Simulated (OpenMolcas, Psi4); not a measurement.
# How methods differ on Si2NH7 (SMILES [SiH3]N[SiH3])

Si2NH7: 10 atoms, total charge 0, spin state singlet. SMILES: `[SiH3]N[SiH3]`. The coordinates come from a PBE0-D4/def2-TZVP relaxation.

Quantity: the dipole moment, in D. The values are calculated.

```csv
level,kind,program,value (D),CPU time
HF/6-31G* (spherical functions),Hartree–Fock,OpenMolcas,0.96,3.5 s
BLYP/6-31G* (spherical functions),GGA,OpenMolcas,0.93,19 s
M06-L/6-31G* (spherical functions),meta-GGA,OpenMolcas,1.01,25 s
B3LYP/6-31G* (spherical functions),global hybrid,OpenMolcas,0.93,20 s
BHLYP/6-31G* (spherical functions),global hybrid,OpenMolcas,?,19 s
PBE0/6-31G* (spherical functions),global hybrid,OpenMolcas,0.93,19 s
B3LYP/6-31G* (Cartesian functions),global hybrid,OpenMolcas,0.93,21 s
wB97M-V/6-31G* (spherical functions),range-separated hybrid,Psi4,0.93,3.3 min
```

Question: Estimate the missing values from the other rows.

Answer: As computed at these levels: BHLYP/6-31G* (spherical functions): 0.92 D. The values span 0.92 to 1.01 D. Magnitudes only: a small dipole may point the other way at some levels. CPU times are rough (shared hosts, several kinds of processor): they show what a rung costs within a factor of a few.
